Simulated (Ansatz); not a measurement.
# CH4S (triplet): from Hartree-Fock to the top rungs at distance C1–H5 along a hydrogen transfer = 1.294 Å, cc-pVDZ

How much of the correlation energy of CH4S (triplet) does each wave-function method recover here?

Method: cc-pVDZ, core rule «outside noble gas», up to 6 orbitals frozen; program: Ansatz 0.2.0, Gaussian basis.

To be run: UHF; CCSD(T) on ROHF; CCSD(T) on UHF; BCCD(T) on ROHF; CISD; CCSDT(Q) on ROHF; CCSDT(Q) on UHF; CASSCF and MRCISD+Q, 4 electrons in 4 orbitals; CASSCF and NEVPT2, 4 electrons in 4 orbitals.

5 further runs of the same task are left out: 1 for a mislabelled method, 2 that didn't finish, 2 set aside as unsound or not needed.

## Step 1: What is computed

The geometry derives from fragments relaxed apart (PBE0/def2-TZVP) and kept rigid, so it is no stationary point. A hydrogen atom is moved between rigid fragments.

6 atoms, charge 0, spin multiplicity 3.

Atoms are counted from 1 here; the program's logs count them from 0.

Bond lengths: C1–H2 1.090 Å, C1–H3 1.090 Å, C1–H4 1.090 Å, C1–H5 1.294 Å. Angles: H2–C1–H3 109.5°, H2–C1–H4 109.5°, H2–C1–H5 109.5°, H3–C1–H4 109.5°, H3–C1–H5 109.5°, H4–C1–H5 109.5°.

## Step 2: UHF

Input file in.yaml:

```yaml
crystal:
  periodic: [false, false, false]
  atoms:
    - {symbol: C, position_ang: [-2.127176, 0.000000, 0.000000]}
    - {symbol: H, position_ang: [-2.490382, 1.027301, 0.000000]}
    - {symbol: H, position_ang: [-2.490382, -0.513650, 0.889668]}
    - {symbol: H, position_ang: [-2.490382, -0.513650, -0.889669]}
    - {symbol: H, position_ang: [-0.833176, 0.000000, 0.000000]}
    - {symbol: S, position_ang: [1.057824, 0.000000, 0.000000]}
basis:
  gaussian: {orbitals: cc-pVDZ}
magnetization: {spin_polarized: true, initial_magnetization: 2}
hamiltonian: {xc: hf}
output: {orbitals: {seedname: orbitals}}
```

Run with:

```bash
> ansatz run in.yaml --threads 1 --pin off --events-out ev --progress --plain --max-ram 2393MiB
```

After this run come: CCSD(T) on ROHF; CCSD(T) on UHF; BCCD(T) on ROHF; CISD; CCSDT(Q) on ROHF; CCSDT(Q) on UHF; CASSCF and MRCISD+Q, 4 electrons in 4 orbitals; CASSCF and NEVPT2, 4 electrons in 4 orbitals.

Q: Predict the results of all the runs planned. Wanted: UCCSDT(Q) below the RHF energy; RMP2 from UCCSDT(Q); UMP2 from UCCSDT(Q); RCCSD from UCCSDT(Q); RCCSD(T) from UCCSDT(Q); UCCSD(T) from UCCSDT(Q); RCCSDT(Q) from UCCSDT(Q); NEVPT2 pair from UCCSDT(Q); MRCISD+Q pair from UCCSDT(Q).

**Answer**, as computed:

| quantity | value |
| --- | --- |
| UCCSDT(Q) below the RHF energy | -8.4436 eV |
| RMP2 from UCCSDT(Q) | +127.8 kJ/mol |
| UMP2 from UCCSDT(Q) | +130.7 kJ/mol |
| RCCSD from UCCSDT(Q) | +19.6 kJ/mol |
| RCCSD(T) from UCCSDT(Q) | +3.0 kJ/mol |
| UCCSD(T) from UCCSDT(Q) | +3.0 kJ/mol |
| RCCSDT(Q) from UCCSDT(Q) | 0.0 kJ/mol |
| NEVPT2 pair from UCCSDT(Q) | +123.9 kJ/mol |
| MRCISD+Q pair from UCCSDT(Q) | +6.8 kJ/mol |
| levels within 1 kcal/mol (43 meV) | RCCSD(T), UCCSD(T), BCCD(T), RCCSDT, UCCSDT, RCCSDT(Q) |
| T1 diagnostic | 0.016 |

RCCSD(T) misses by +3.0 kJ/mol, 0.4 % of the correlation energy. Of the multireference levels listed MRCISD+Q pair comes nearest in total energy (+6.8 kJ/mol), which doesn't show that its space is the better one. These misses are within one basis, not against nature; the frozen cores of restricted and unrestricted runs differ, which can shift their rows.
